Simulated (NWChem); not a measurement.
All runs are NWChem calculations. System: O₂ (+1), charge 1, spin multiplicity 2, optimised in this run. The structure started from a generated list of species. Its SCF solution wasn't tested for a lower state. Level: UB3LYP/def2-SVP.

Job file:

```
start mol
memory heap 200 mb stack 900 mb global 1100 mb
charge 1
geometry units angstroms
  O      0.000000     0.000000     0.549573
  O      0.000000     0.000000    -0.549573
  symmetry group D2h
end
basis spherical
  * library def2-svp
end
dft
  xc b3lyp
  odft
  mult 2
  semidirect memsize 60000000 filesize 0
  iterations 100
end
driver
  maxiter 80
end
task dft optimize
task dft freq
```

Part of the output:

```
             Northwest Computational Chemistry Package (NWChem) 7.3.0
             --------------------------------------------------------

                                NWChem Input Module
                                -------------------

 Scaling coordinates for geometry "geometry" by  1.889725989
 (inverse scale =  0.529177249)

 Turning off AUTOSYM since
 SYMMETRY directive was detected!

          ------
          auto-z
          ------

                             Geometry "geometry" -> ""
                             -------------------------

 Output coordinates in angstroms (scale by  1.889725989 to convert to a.u.)

  No.       Tag          Charge          X              Y              Z
 ---- ---------------- ---------- -------------- -------------- --------------
    1 O                    8.0000     0.00000000     0.00000000     0.54957300
    2 O                    8.0000     0.00000000     0.00000000    -0.54957300

 Effective nuclear repulsion energy (a.u.)      30.8124161267

            Nuclear Dipole moment (a.u.)
            ----------------------------
        X                 Y               Z
 ---------------- ---------------- ----------------
     0.0000000000     0.0000000000     0.0000000000

      Symmetry information
      --------------------

 Group name             D2h
 Group number             26
 Group order               8
 No. of unique centers     1

      Symmetry unique atoms

     1


 Summary of "ao basis" -> "" (spherical)
 ------------------------------------------------------------------------------
       Tag                 Description            Shells   Functions and Types
 ---------------- ------------------------------  ------  ---------------------
 *                          def2-svp                  on all atoms

                           NWChem Geometry Optimization
                           ----------------------------

 maximum gradient threshold         (gmax) =   0.000450
 rms gradient threshold             (grms) =   0.000300
 maximum cartesian step threshold   (xmax) =   0.001800
 rms cartesian step threshold       (xrms) =   0.001200
[...]
 Dependent rotation vector no.                    3
  found in ECKART; assuming linear geometry
 Projected Nuclear Hessian trans-rot subspace norm:4.9304D-32
                         (should be close to zero!)

          --------------------------------------------------------
          MASS-WEIGHTED PROJECTED HESSIAN (Hartree/Bohr/Bohr/Kamu)
          --------------------------------------------------------

               1            2            3            4            5            6
   ----- ----- ----- ----- -----
    1    0.00000D+00
    2   -3.94556D-28  0.00000D+00
    3    0.00000D+00 -1.89387D-26  8.52943D+01
    4    0.00000D+00  0.00000D+00 -9.86390D-29  0.00000D+00
    5    0.00000D+00  0.00000D+00  0.00000D+00 -7.89112D-28  0.00000D+00
    6   -1.35629D-28  2.52516D-26 -8.52943D+01  1.97278D-28  1.26258D-26  8.52943D+01

 center of mass
 --------------
 x =   0.00000000 y =   0.00000000 z =   0.00000000

 moments of inertia (a.u.)
 ------------------
          34.996574854323           0.000000000000           0.000000000000
           0.000000000000          34.996574854323           0.000000000000
           0.000000000000           0.000000000000           0.000000000000

 Rotational Constants
 --------------------
 A=   0.000000 cm-1  (  0.000000 K)
 B=   1.720173 cm-1  (  2.474890 K)
 C=   1.720173 cm-1  (  2.474890 K)

 Temperature                      =   298.15K
 frequency scaling parameter      =   1.0000

 Linear Molecule

 Zero-Point correction to Energy  =    3.034 kcal/mol  (  0.004835 au)
 Thermal correction to Energy     =    4.514 kcal/mol  (  0.007194 au)
 Thermal correction to Enthalpy   =    5.107 kcal/mol  (  0.008138 au)

 Total Entropy                    =   46.432 cal/mol-K
   - Translational                =   36.304 cal/mol-K (mol. weight =  31.9898)
   - Rotational                   =   10.127 cal/mol-K (symmetry #  =        2)
   - Vibrational                  =    0.001 cal/mol-K

 Cv (constant volume heat capacity) =    4.973 cal/mol-K
   - Translational                  =    2.979 cal/mol-K
   - Rotational                     =    1.986 cal/mol-K
   - Vibrational                    =    0.007 cal/mol-K


 ----------------------------------------------------------------------------
 Normal Eigenvalue ||    Projected Derivative Dipole Moments (debye/angs)
  Mode   [cm**-1]  ||      [d/dqX]             [d/dqY]           [d/dqZ]
 ------ ---------- || ------------------ ------------------ -----------------
    1        0.000 ||       0.601               0.000             0.000
    2        0.000 ||       0.000               0.601             0.000
    3        0.000 ||       0.601              -0.000            -0.000
    4        0.000 ||      -0.000               0.601            -0.000
    5        0.000 ||      -0.000               0.000             0.849
    6     2123.142 ||       0.000               0.000            -0.000
 ----------------------------------------------------------------------------

 ----------------------------------------------------------------------------
 Normal Eigenvalue ||           Projected Infra Red Intensities
  Mode   [cm**-1]  || [atomic units] [(debye/angs)**2] [(KM/mol)] [arbitrary]
 ------ ---------- || -------------- ----------------- ---------- -----------
    1        0.000 ||    0.015632           0.361        15.239      10.000
    2        0.000 ||    0.015631           0.361        15.238      10.000
    3        0.000 ||    0.015632           0.361        15.239      10.000
    4        0.000 ||    0.015631           0.361        15.238      10.000
    5        0.000 ||    0.031263           0.721        30.477      20.000
    6     2123.142 ||    0.000000           0.000         0.000       0.000
 ----------------------------------------------------------------------------

 Task  times  cpu:        4.2s     wall:        4.2s

 Total times  cpu:        5.2s     wall:        5.2s
```
